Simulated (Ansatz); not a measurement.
Total energies of C$_{2}$H$_{2}$FN, SMILES `N#CCF`.

Cartesian coordinates in Å:
```
N 1.378 -0.944 1.326
C 0.631 -0.439 0.614
C -0.344 0.182 -0.279
F 0.249 1.146 -1.049
H -1.139 0.638 0.317
H -0.775 -0.583 -0.930
```

Charge 0, multiplicity 1. All single points use the PBE0-D4/def2-TZVP geometry. Basis def2-TZVPP, Ansatz 0.2.0.

RPA on PBE orbitals: Hartree–Fock energy of these orbitals -230.81711 Eh, correlation -1.15567 Eh (frozen core).

```
functional  energy without D4 (Eh)  D4 term (kJ/mol)
       PBE              -231.81376              -7.1
    revPBE              -232.00262             -26.1
    B97M-V              -232.02516                 –
      PBE0              -231.81558              -5.9
     B3LYP              -232.07422             -11.4
   r2SCANh              -231.93639              -1.8
     BHLYP              -231.95452              -7.7
 CAM-B3LYP              -231.98349              -5.8
   LC-ωPBE              -231.91993                 –
    B2PLYP              -231.91426                 –
```

Problem. Give the same for LDA (SPW92), BLYP, r2SCAN, r2SCAN0, HSE06 (plane-wave form), ωB97X-V, ωB97M-V, PBE-QIDH. (Estimate.)

Solution. Ansatz gave: 
```tsv
functional	energy without D4 (Eh)	D4 term (kJ/mol)
LDA (SPW92)	-230.27391	–
BLYP	-232.02782	-16.3
r2SCAN	-231.95018	-1.7
r2SCAN0	-231.91660	-2.0
HSE06 (plane-wave form)	-231.80466	-5.4
ωB97X-V	-231.99505	–
ωB97M-V	-232.00178	–
PBE-QIDH	-231.78252	–
```

B3LYP takes the VWN-RPA correlation (the form of Gaussian; ORCA's B3LYP/G). HSE06 is the plane-wave form, built on full-range PBE exchange. The double hybrids freeze the cores in their second-order part.

LC-ωPBE has ω = 0.4 bohr⁻¹.
